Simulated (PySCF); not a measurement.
# triplet CH3BO: levels of theory compared

Aim: a comparison of 6 runs (U-r2SCAN/def2-TZVP, U-wB97M-V/def2-TZVP, UBHLYP/def2-TZVP, UM06-2X/def2-TZVP, UM06-L/def2-TZVP, UPBE0/def2-TZVP) of triplet CH3BO. The job is set up through a Python script.

The results are computed with PySCF 2.14.0.

1 further run of the same task is left out (set aside as unsound or not needed).

## Step 1: The system as given

CH3BO: 6 atoms, total charge 0, spin state triplet. As SMILES of the parent species, `[BH3-]C#[O+]`. The shape is that of a PBE0-D4/def2-TZVP optimisation. That shape belongs to the parent species and isn't relaxed for this state.

Bond lengths: B1–C2 1.512 Å, C2–O3 1.127 Å, B1–H4 1.209 Å, B1–H5 1.209 Å, B1–H6 1.209 Å. Angles: B1–C2–O3 179.9°, C2–B1–H4 104.6°, C2–B1–H5 104.5°, C2–B1–H6 104.5°, H4–B1–H5 113.9°, H4–B1–H6 113.9°, H5–B1–H6 113.9°.

## Step 2: A single-point energy at U-r2SCAN/def2-TZVP (run 1)

job.py

```python
from pyscf import gto, dft

molecule = gto.M(
    atom=[
    ('B', (-0.275160, 0.419730, -0.199910)),
    ('C', (0.494180, -0.755680, 0.359250)),
    ('O', (1.068320, -1.631140, 0.776320)),
    ('H', (-1.437140, 0.121710, -0.050320)),
    ('H', (0.069540, 0.485120, -1.356800)),
    ('H', (0.080260, 1.360240, 0.471460)),
],
    basis='def2-tzvp',
    spin=2,
    verbose=4,
    max_memory=1860,
)

myscf = dft.UKS(molecule, xc='r2scan')
myscf.grids.level = 5
myscf.conv_tol = 1e-10
myscf.kernel()
if not myscf.converged:
    myscf = myscf.newton().run(myscf.mo_coeff, myscf.mo_occ)

etot = myscf.e_tot
print('E = %.10f Eh' % etot)
```

The run is started by

```sh
$ OMP_NUM_THREADS=1 python job.py
```

Log:

```text
PySCF version 2.14.0

[... 56 lines left out ...]
[... the frontier-level lines of each cycle are left out ...]
[... 9 lines left out ...]
[... 12 lines left out ...]
[... 17 lines left out ...]
[... 17 lines left out ...]
[... 17 lines left out ...]
[... 17 lines left out ...]
[... 17 lines left out ...]
[... 17 lines left out ...]
[... 17 lines left out ...]
[... 5 lines left out ...]

cycle= 26 E= -139.717748446444  delta_E= -3.62e-09  |g|= 3.71e-05  |ddm|= 0.00207


cycle= 27 E= -139.717748446993  delta_E= -5.49e-10  |g|= 9.01e-06  |ddm|= 0.000256


cycle= 28 E= -139.717748447559  delta_E= -5.66e-10  |g|= 3.38e-06  |ddm|= 0.000449


cycle= 29 E= -139.717748447647  delta_E= -8.82e-11  |g|= 2.31e-06  |ddm|= 0.000364


Extra cycle  E= -139.717748447642  delta_E= 4.72e-12  |g|= 3.01e-06  |ddm|= 6.84e-06
converged SCF energy = -139.717748447642  <S^2> = 2.0122628  2S+1 = 3.0081641
E = -139.7177484476 Eh
```

Run time: 3.5 min. Hardware: 1 thread of Arm Neoverse V1, shared host; peak memory 0.64 GiB.

## Step 3: The energy at U-wB97M-V/def2-TZVP (run 2)

input.py

```python
from pyscf import gto, dft

mol = gto.Mole()
mol.atom = '''
B     -0.519977     0.793175    -0.377775
C      0.933865    -1.428028     0.678884
O      2.018832    -3.082408     1.467032
H     -2.715801     0.229999    -0.095091
H      0.131412     0.916744    -2.563980
H      0.151669     2.570481     0.890930
'''
mol.max_memory = 1860
mol.basis = 'def2-tzvp'
mol.verbose = 3
mol.unit = 'bohr'
mol.spin = 2
mol.build()

mf = dft.UKS(mol, xc='wb97m-v')
mf.conv_tol = 1e-10
mf.nlcgrids.level = 1
mf.grids.level = 5
mf.kernel()
if not mf.converged:
    mf = mf.newton().run(mf.mo_coeff, mf.mo_occ)

energy = mf.e_tot
print('Final energy', energy)
```

The run is started by

```sh
$ OMP_NUM_THREADS=1 python input.py
```

Log:

```text
WARN: HOMO -0.0254630173337074 >= LUMO -0.38796185584986

WARN: HOMO -0.130389827930504 >= LUMO -0.267146363219226

WARN: HOMO -0.179002100986487 >= LUMO -0.241962688905105

WARN: HOMO -0.184942203918485 >= LUMO -0.225022442719954

WARN: HOMO -0.184369505083072 >= LUMO -0.222856150074865

WARN: HOMO -0.184804708657406 >= LUMO -0.222289632910016

WARN: HOMO -0.184751014671683 >= LUMO -0.221961954297313

WARN: HOMO -0.184994519962935 >= LUMO -0.221596776950246

WARN: HOMO -0.185030259813946 >= LUMO -0.221331129492938

WARN: HOMO -0.185129512179017 >= LUMO -0.22129878675176

WARN: HOMO -0.185133076256797 >= LUMO -0.221255977804436

WARN: HOMO -0.185077060747854 >= LUMO -0.221248122020178

WARN: HOMO -0.185325809468534 >= LUMO -0.221066699204197

WARN: HOMO -0.185442384332639 >= LUMO -0.221998488390604

WARN: HOMO -0.18541090071281 >= LUMO -0.221874915797649

WARN: HOMO -0.185440014058386 >= LUMO -0.222030484171434

WARN: HOMO -0.186591905370992 >= LUMO -0.220476015737304

WARN: HOMO -0.188646922204068 >= LUMO -0.217904076053632

WARN: HOMO -0.186210532969621 >= LUMO -0.220131080206592

WARN: HOMO -0.186159378461465 >= LUMO -0.220119353260824

WARN: HOMO -0.186618620119607 >= LUMO -0.220373194447976

WARN: HOMO -0.185954550962215 >= LUMO -0.221190073538612

WARN: HOMO -0.185758358610116 >= LUMO -0.220819919995474

WARN: HOMO -0.186029845871801 >= LUMO -0.220570501623602

WARN: HOMO -0.185966143843611 >= LUMO -0.220640871969081

WARN: HOMO -0.185863037001791 >= LUMO -0.220758410637565

WARN: HOMO -0.185907291200735 >= LUMO -0.220693182040009

WARN: HOMO -0.185896598227064 >= LUMO -0.220705175673277

WARN: HOMO -0.185895839448488 >= LUMO -0.220705850123533

WARN: HOMO -0.185900446182352 >= LUMO -0.220706269853242

WARN: HOMO -0.185904242246401 >= LUMO -0.220706640890594

WARN: HOMO -0.185907946140631 >= LUMO -0.220704049258281

WARN: HOMO -0.185903554670954 >= LUMO -0.220706623226572

WARN: HOMO -0.185900586705692 >= LUMO -0.220705045980061

WARN: HOMO -0.185902316451628 >= LUMO -0.220704872753604

WARN: HOMO -0.185902422222128 >= LUMO -0.220704448819873

WARN: HOMO -0.185903504038674 >= LUMO -0.220704088932852

WARN: HOMO -0.185903797044695 >= LUMO -0.220703835105621

WARN: HOMO -0.185904024956191 >= LUMO -0.220704003830559

converged SCF energy = -139.714153700933  <S^2> = 2.0090261  2S+1 = 3.0060114
Final energy -139.71415370093317
```

Run time: 5.7 min. Hardware: 1 thread of Arm Neoverse V1, shared host; peak memory 0.65 GiB.

Runs 3 to 5 aren't shown in full; the table further down has their settings and results.

## Step 4: A single-point energy at UPBE0/def2-TZVP (run 6)

calc.py

```python
from pyscf import gto, dft

system = gto.Mole()
system.atom = [
    ('B', (-0.275160, 0.419730, -0.199910)),
    ('C', (0.494180, -0.755680, 0.359250)),
    ('O', (1.068320, -1.631140, 0.776320)),
    ('H', (-1.437140, 0.121710, -0.050320)),
    ('H', (0.069540, 0.485120, -1.356800)),
    ('H', (0.080260, 1.360240, 0.471460)),
]
system.charge = 0
system.verbose = 4
system.max_memory = 1860
system.spin = 2
system.basis = 'def2-tzvp'
system.build()

mf = dft.UKS(system)
mf.xc = 'pbe0'
mf.grids.level = 5
mf.conv_tol = 1e-10
mf.kernel()
if not mf.converged:
    mf = mf.newton().run(mf.mo_coeff, mf.mo_occ)

e_tot = mf.e_tot
print('E = %.10f Eh' % e_tot)
```

The run is started by

```sh
$ OMP_NUM_THREADS=1 python calc.py
```

Log:

```text
PySCF version 2.14.0

[... 54 lines left out ...]
[... the frontier-level lines of each cycle are left out ...]
[... 13 lines left out ...]
[... 17 lines left out ...]
[... 17 lines left out ...]
[... 17 lines left out ...]
[... 17 lines left out ...]
[... 17 lines left out ...]
[... 17 lines left out ...]
[... 17 lines left out ...]
[... 17 lines left out ...]
[... 5 lines left out ...]

cycle= 28 E= -139.613167558912  delta_E= 3.45e-10  |g|= 2.26e-05  |ddm|= 0.000694


cycle= 29 E= -139.613167557993  delta_E= 9.19e-10  |g|= 1.26e-05  |ddm|= 0.000151


cycle= 30 E= -139.613167558432  delta_E= -4.4e-10  |g|= 3.51e-06  |ddm|= 0.000166


cycle= 31 E= -139.613167558471  delta_E= -3.88e-11  |g|= 1.51e-06  |ddm|= 6.54e-05


Extra cycle  E= -139.613167558476  delta_E= -4.49e-12  |g|= 1.68e-06  |ddm|= 4.13e-06
converged SCF energy = -139.613167558476  <S^2> = 2.0144303  2S+1 = 3.0096049
E = -139.6131675585 Eh
```

Run time: 76 s. Hardware: 1 thread of Arm Neoverse V1, shared host; peak memory 0.58 GiB.

## Step 5: Overview of the runs

```
run                level  nlc grid  energy (Eh)  dipole moment (D)  HOMO energy (eV)   ⟨S²⟩  wall time
  1   U-r2SCAN/def2-TZVP         –  -139.717748               1.71             -2.36  2.012    3.5 min
  2  U-wB97M-V/def2-TZVP         1  -139.714154               2.21             -5.06  2.009    5.7 min
  3     UBHLYP/def2-TZVP         –  -139.699209               2.49             -4.26  2.026       96 s
  4    UM06-2X/def2-TZVP         –  -139.710151               2.41             -4.05  2.011    3.6 min
  5     UM06-L/def2-TZVP         –  -139.780610               1.49             -2.04  2.009      3 min
  6      UPBE0/def2-TZVP         –  -139.613168               2.07             -3.03  2.014       76 s
```

## Step 6: Outcome

```
                                 quantity          value
                      run 6: total energy  -139.61317 Eh
                     run 6: dipole moment         2.07 D
run 6: HOMO energy (highest over α and β)       -3.03 eV
                              run 6: ⟨S²⟩          2.014
```

In words: The dipole moment (its size) runs from 1.49 D (UM06-L/def2-TZVP) to 2.49 D (UBHLYP/def2-TZVP). Totals of different functionals can't be ranked against each other. All runs together took 19 min, the longest 5.7 min.
